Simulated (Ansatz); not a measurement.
The input, for Ansatz 0.2.0:

```yaml
crystal:
  periodic: [false, false, false]
  atoms:
    - {symbol: Ge, position_ang: [-1.097602, 0.016507, 0.000000]}
    - {symbol: H, position_ang: [-1.609052, 1.463106, 0.000001]}
    - {symbol: H, position_ang: [-1.609052, -0.706793, 1.252791]}
    - {symbol: H, position_ang: [-1.609052, -0.706793, -1.252792]}
    - {symbol: H, position_ang: [0.685398, 0.016507, 0.000000]}
    - {symbol: Si, position_ang: [2.746398, 0.016507, 0.000000]}
    - {symbol: H, position_ang: [3.358578, -0.857778, 1.090012]}
    - {symbol: H, position_ang: [3.358578, -0.857777, -1.090013]}
basis:
  gaussian: {orbitals: cc-pVDZ, point_charges: [{charge: -1.00, position_ang: [7.237, 0.856, 0.538]}]}
magnetization: {spin_polarized: false}
hamiltonian: {pseudopotentials: {relativity: none}}
correlation: {method: bccd, electrons: outside_noble_gas}
accuracy: high
scf: {lower_state_search: full}
```

```sh
$ ansatz run in.yaml --threads 1 --pin off --events-out ev --progress --plain --max-ram 2393MiB
```

Output:

```
1675 factors; integrals over basis functions are off by at most 4.8e-9 eV
mean field evaluation 1: about -64425.8627 eV, gradient 1.2e1 eV
mean field evaluation 2: about -64425.8738 eV, gradient 1.2e1 eV
mean field evaluation 4: about -64426.7471 eV, gradient 7.1e-1 eV
mean field evaluation 8: about -64426.7524 eV, gradient 2.4e-3 eV
mean field evaluation 16: about -64426.6479 eV, gradient 3.3e0 eV
mean field -64426.75239299 eV, -2367.6394804210 hartree, gradient 1.3e-8 eV, S^2 0.000000; 0 other end points of the search recorded, 0 dependent functions left out; unrestricted orbitals would lower it
19 core orbitals not correlated: weight in the atoms' cores, before any rotation towards them, 0.999 or more for the frozen orbitals, at most 0.000 for the correlated occupied ones
reference -64426.75239299 eV, -2367.6394804210 hartree; 7, 7 occupied and 49, 49 virtual orbitals, 1675 factors
second order -5.73218705 eV of doubles, -0.00000000 eV of singles
cycle   1  -6.83368845 eV  change    -1.1e0 eV  update   8.5e-2
cycle   2  -7.24241537 eV  change   -4.1e-1 eV  update   3.3e-2
cycle   3  -7.26290564 eV  change   -2.0e-2 eV  update   1.1e-2
cycle   4  -7.25865620 eV  change    4.2e-3 eV  update   5.2e-3
cycle   5  -7.25833746 eV  change    3.2e-4 eV  update   2.2e-3
cycle   6  -7.25802459 eV  change    3.1e-4 eV  update   9.8e-4
cycle   7  -7.25803635 eV  change   -1.2e-5 eV  update   5.2e-4
cycle   8  -7.25819888 eV  change   -1.6e-4 eV  update   2.5e-4
cycle   9  -7.25811358 eV  change    8.5e-5 eV  update   1.1e-4
cycle  10  -7.25806964 eV  change    4.4e-5 eV  update   4.7e-5
cycle  11  -7.25807440 eV  change   -4.8e-6 eV  update   1.8e-5
cycle  12  -7.25807588 eV  change   -1.5e-6 eV  update   6.6e-6
cycle  13  -7.25807948 eV  change   -3.6e-6 eV  update   2.3e-6
cycle  14  -7.25807779 eV  change    1.7e-6 eV  update   7.6e-7
cycle  15  -7.25807727 eV  change    5.3e-7 eV  update   2.9e-7
cycle  16  -7.25807719 eV  change    7.4e-8 eV  update   1.2e-7
cycle  17  -7.25807713 eV  change    6.1e-8 eV  update   5.9e-8
cycle  18  -7.25807714 eV  change   -1.2e-8 eV  update   3.2e-8
cycle  19  -7.25807700 eV  change    1.5e-7 eV  update   1.5e-7
cycle  20  -7.25807699 eV  change    9.7e-9 eV  update   6.3e-8
cycle  21  -7.25807701 eV  change   -2.1e-8 eV  update   2.8e-8
cycle  22  -7.25807702 eV  change   -1.4e-8 eV  update   1.4e-8
cycle  23  -7.25807703 eV  change   -6.5e-9 eV  update   6.2e-9
cycle  24  -7.25807703 eV  change   1.3e-10 eV  update   3.3e-9
cycle  25  -7.25807703 eV  change   7.9e-10 eV  update   1.4e-9
Total energy: -64434.01047001 eV, -2367.9062098321 hartree
```

Ran on 1 thread of Intel Xeon Platinum 8375C, shared host: 7.5 s wall, 0.33 GiB peak host memory.
